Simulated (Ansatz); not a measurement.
Consider the formal loss of a carbene: `CCC(=O)CC` → `CCC(C)=O` + `[CH2]` (triplet).

Program: Ansatz. Geometries: PBE0-D4/def2-TZVP. ΔE: electronic, gas phase. CBS: MP2 limit from def2 TZ/QZ plus the TZ coupled-cluster correction, frozen cores. This one scheme is used for every species. Functionals use def2-TZVPP. Triplets are unrestricted, without spin–orbit coupling. One conformer a species, not always the lowest.

`CCC(=O)CC`:

```xyz
16

C     0.529    2.497    0.106
C    -0.305    1.311   -0.327
C     0.229   -0.018    0.159
O     1.222   -0.095    0.840
C    -0.552   -1.244   -0.257
C     0.024   -2.541    0.270
H     0.588    2.557    1.193
H     1.551    2.412   -0.267
H     0.102    3.429   -0.269
H    -1.339    1.400    0.028
H    -0.386    1.256   -1.419
H    -0.604   -1.246   -1.352
H    -1.588   -1.104    0.074
H     1.049   -2.680   -0.077
H    -0.572   -3.393   -0.062
H     0.051   -2.541    1.360
```

`CCC(C)=O`:

Z-matrix (Å, degrees):
```
C
C 1 1.513
H 1 1.092 2 110.8
H 1 1.091 2 110.9 3 120.5
H 1 1.091 2 110.9 3 -120.6
C 2 1.511 1 113.8 3 179.9
H 2 1.097 1 111.4 3 58.3
H 2 1.097 1 111.4 3 -58.3
O 6 1.206 2 122.0 1 -1.0
C 6 1.506 2 116.3 1 178.9
H 10 1.088 6 110.1 2 178.1
H 10 1.094 6 110.1 2 -60.9
H 10 1.094 6 110.4 2 56.7
```

`[CH2]` (triplet):

```xyz
3

C     0.196   -0.188   -0.047
H     0.558    0.653    0.524
H    -0.754   -0.464   -0.477
```

```json
{"species": "`CCC(=O)CC`", "BLYP energy (Eh)": "-271.76371"}
{"species": "`CCC(C)=O`", "BLYP energy (Eh)": "-232.46194"}
{"species": "`[CH2]` (triplet)", "BLYP energy (Eh)": "-39.14460"}
```

Problem. Work out ΔE.

Solution. ΔE = (-232.46194) + (-39.14460) − (-271.76371) = 0.15717 Eh = +98.6 kcal/mol. CCSD(T)/CBS gives +104.5 kcal/mol.

Largest T1 diagnostic among the species: 0.013.

The D4 term adds +2.5 kcal/mol with B3LYP and +1.4 kcal/mol with PBE0; it sums over pairs of atoms, weighted by their polarisabilities, and B3LYP, whose exchange is more repulsive, gets the larger term. At CCSD(T), def2-SVP lies −3.2 kcal/mol from the extrapolated value and def2-TZVPP −2.6 kcal/mol. In def2-TZVPP, CCSD(T) changes the Hartree–Fock value by +32.8 kcal/mol (the triples alone add +2.7 kcal/mol) and MP2 by +35.8 kcal/mol.

B3LYP here is the variant with VWN-RPA as its local correlation; programs differ in this.
